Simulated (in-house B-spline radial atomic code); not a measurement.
## Functionals against NIST's ionisation energies along a row: Mg to Ar

Ionisation energies as differences of self-consistent total energies from an all-electron radial atomic-structure program (B-spline basis): all electrons, radial basis limit, scalar-relativistic (one-electron X2C), spin-polarised at highest spin, spherical densities; exact exchange is averaged over the determinants of each configuration. No spin-orbit coupling, Breit or QED terms. NIST's values run from ground level to ground level, so in open shells the differences also hold multiplet and fine-structure energies that spherical high-spin averages miss. Columns give computed minus NIST, in eV; a star marks a semi-empirical value. Species are left out where the tabulated value is theory, is uncertain by more than 0.12 eV, or (13 ions, such as In⁴⁺, Te⁴⁺ and Bi⁴⁺) lies off its series for all methods alike, which flatters the means a little.

```json
{"species": "Mg", "shell": "3s", "NIST (eV)": "7.65", "Hartree-Fock": "-1.03", "LDA exchange-only": "-1.15", "HSE06": "-0.10", "LC-wPBE": "-0.17"}
{"species": "Al", "shell": "3p", "NIST (eV)": "5.99", "Hartree-Fock": "-0.50", "LDA exchange-only": "-0.83", "HSE06": "-0.01", "LC-wPBE": "+0.14"}
{"species": "Si", "shell": "3p", "NIST (eV)": "8.15", "Hartree-Fock": "-0.51", "LDA exchange-only": "-0.72", "HSE06": "+0.11", "LC-wPBE": "+0.19"}
{"species": "P", "shell": "3p", "NIST (eV)": "10.49", "Hartree-Fock": "-0.45", "LDA exchange-only": "-0.81", "HSE06": "+0.08", "LC-wPBE": "+0.12"}
{"species": "S", "shell": "3p", "NIST (eV)": "10.36", "Hartree-Fock": "-1.33", "LDA exchange-only": "-1.55", "HSE06": "-0.13", "LC-wPBE": "+0.02"}
{"species": "Cl", "shell": "3p", "NIST (eV)": "12.97", "Hartree-Fock": "-1.21", "LDA exchange-only": "-1.27", "HSE06": "+0.04", "LC-wPBE": "+0.14"}
{"species": "Ar", "shell": "3p", "NIST (eV)": "15.76", "Hartree-Fock": "-1.02", "LDA exchange-only": "-1.29", "HSE06": "+0.03", "LC-wPBE": "+0.07"}
```

Task: How do the methods rank, and which species is hardest?

Result: Mean absolute (signed) differences: HSE06 0.07 (0.00) eV; LC-wPBE 0.12 (+0.07) eV; Hartree-Fock 0.86 (-0.86) eV; LDA exchange-only 1.09 (-1.09) eV. For Si, which loses a 3p electron, the nearest method is off by +0.11 eV, the largest such miss. Hartree-Fock comes too low mainly by the correlation energy of the removed electron.
